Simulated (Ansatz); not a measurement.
# C3H4O2: up Jacob's ladder to CCSD(T)

An exercise on one series of results from a longer session: the logs are not shown, and one member is left open.

Method: functionals in def2-TZVPP, the program's frozen cores in correlated methods; program: Ansatz 0.2.0, Gaussian basis.

Levels to be run: LDA (SPW92), PBE-D4, revPBE-D4, BLYP-D4, r2SCAN-D4, B97M-V, PBE0-D4, B3LYP-D4, r2SCANh-D4, r2SCAN0-D4, HSE06-D4, BHLYP-D4, CAM-B3LYP-D4, LC-ωPBE, ωB97X-V, ωB97M-V, B2PLYP, PBE-QIDH; CCSD(T)/def2-SVP; CCSD(T)/def2-TZVPP; MP2/def2-QZVPP; extrapolation to the limit; RPA on PBE.

## Structure used throughout

An earlier PBE0-D4 in a triple-zeta def2 set relaxation fixed the geometry.

9 atoms, charge 0, spin multiplicity 1.

Atoms are counted from 1 here; the program's logs count them from 0.

Bond lengths: C1–C2 1.327 Å, C1–H6 1.084 Å, C1–H7 1.083 Å, C2–C3 1.474 Å, C2–H8 1.083 Å, C3–O4 1.204 Å, C3–O5 1.345 Å, O5–H9 0.967 Å. Angles: C2–C1–H6 121.1°, C2–C1–H7 121.2°, H6–C1–H7 117.7°, C1–C2–C3 124.1°, C1–C2–H8 122.2°, C3–C2–H8 113.8°, C2–C3–O4 123.7°, C2–C3–O5 113.8°, O4–C3–O5 122.5°, C3–O5–H9 106.1°.

Coordinates:

```xyz
9
C3H4O2
C    -0.2650    0.3778   -1.3822
C    -0.1558   -0.5928   -0.4845
C     0.1854   -0.3721    0.9320
O     0.2837   -1.2576    1.7416
O     0.3807    0.9206    1.2482
H    -0.5183    0.1601   -2.4131
H    -0.1042    1.4144   -1.1115
H    -0.3134   -1.6342   -0.7384
H     0.5953    0.9373    2.1906
```

Set-up of the first run:

File in.yaml:

```yaml
crystal:
  periodic: [false, false, false]
  atoms:
    - {symbol: C, position_ang: [-0.264958, 0.377805, -1.382204]}
    - {symbol: C, position_ang: [-0.155815, -0.592756, -0.484451]}
    - {symbol: C, position_ang: [0.185403, -0.372089, 0.932017]}
    - {symbol: O, position_ang: [0.283658, -1.257622, 1.741625]}
    - {symbol: O, position_ang: [0.380713, 0.920642, 1.248236]}
    - {symbol: H, position_ang: [-0.518315, 0.160123, -2.413080]}
    - {symbol: H, position_ang: [-0.104171, 1.414364, -1.111526]}
    - {symbol: H, position_ang: [-0.313413, -1.634155, -0.738408]}
    - {symbol: H, position_ang: [0.595298, 0.937287, 2.190594]}
basis:
  gaussian: {orbitals: def2-TZVPP}
hamiltonian: {xc: lda}
output: {orbitals: {seedname: orbitals}}
```

Command:

```console
ansatz run in.yaml --threads 4 --pin off --events-out ev --progress --plain --max-ram 10444MiB
```

Among the steps run: LDA; PBE-D4 (GGA); revPBE-D4 (GGA); BLYP-D4 (GGA); r2SCAN-D4 (meta-GGA); B97M-V (meta-GGA); PBE0-D4 (hybrid); B3LYP-D4 (hybrid); r2SCANh-D4 (hybrid); r2SCAN0-D4 (hybrid); HSE06-D4 (hybrid); BHLYP-D4 (hybrid); CAM-B3LYP-D4 (range-separated); LC-ωPBE (range-separated); ωB97X-V (range-separated); ωB97M-V (range-separated); B2PLYP (double hybrid); PBE-QIDH (double hybrid).

One of the session's tables, all rows but one given; the rest of the session is left out.

It belongs to the step «Frontier levels by functional». 

| functional | HOMO (eV) | LUMO (eV) | gap (eV) |
| --- | --- | --- | --- |
| LDA (SPW92) | -6.72 | -2.78 | 3.94 |
| PBE-D4 | -6.50 | -2.52 | 3.98 |
| revPBE-D4 | -6.41 | -2.42 | 3.99 |
| BLYP-D4 | -6.42 | -2.39 | 4.03 |
| r2SCAN-D4 | ? | ? | ? |
| B97M-V | -6.96 | -2.26 | 4.70 |
| PBE0-D4 | -8.20 | -1.54 | 6.67 |
| B3LYP-D4 | -7.95 | -1.77 | 6.17 |
| r2SCANh-D4 | -7.48 | -2.00 | 5.48 |
| r2SCAN0-D4 | -8.45 | -1.46 | 6.99 |
| HSE06-D4 | -7.79 | -1.92 | 5.87 |
| BHLYP-D4 | -9.51 | -0.44 | 9.07 |
| CAM-B3LYP-D4 | -9.72 | -0.39 | 9.33 |
| LC-ωPBE | -11.05 | 0.79 | 11.84 |
| ωB97X-V | -10.71 | 0.73 | 11.44 |
| ωB97M-V | -10.66 | 0.65 | 11.31 |

**Question.** Estimate the row for r2SCAN-D4.

Worked estimate for «HOMO (eV)». Against the share of exact exchange, r2SCANh-D4 (0.1, -7.48), r2SCAN0-D4 (0.25, -8.45) give a slope of -6.47 per unit share; at 0 the line stands at -6.83.

**Answer.** HOMO (eV): -6.83; LUMO (eV): -2.36; gap (eV): 4.47. In «HOMO (eV)» the line misses by 0.00.
